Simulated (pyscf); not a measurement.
H₃C–CH(CH₃)–CH₂–GeH₃ -> GeH₂ [singlet] + H₃C–CH(CH₃)–CH₃, gas phase, singlet surface. PySCF, gas phase, ωB97X-D3(BJ)/def2-SVP geometries. ΔG in kcal/mol from ωB97M-D3(BJ)/def2-TZVP energies (ideal gas, 1 atm, RRHO with modes under 100 cm⁻¹ raised to 100, one conformer, R ln 2 for chiral ones without a mode under 150 cm⁻¹).

```
T (K)     ΔG
-----  -----
298    +20.7
600    +10.2
900        ?
1200    -9.3
```

### Question
Fit a line to the three values, predict ΔG at 900 K, and estimate where the reaction turns favourable at 1 atm of each gas.

### Answer
Least squares gives ΔG = +30.4 − 33.2 × T/1000 K, so ΔS is about +139 J/(mol K) and ΔH about +30.4 kcal/mol over this range (ΔH at 298 K: +31.2). At 900 K the line gives +0.5; the computed value is +0.2. ΔG = 0 falls near 920 K; 1 kcal/mol in the energy moves that by 30 K. This is thermodynamics alone and says nothing of the barrier. Elements up to Kr have no core potential and no relativistic terms here.
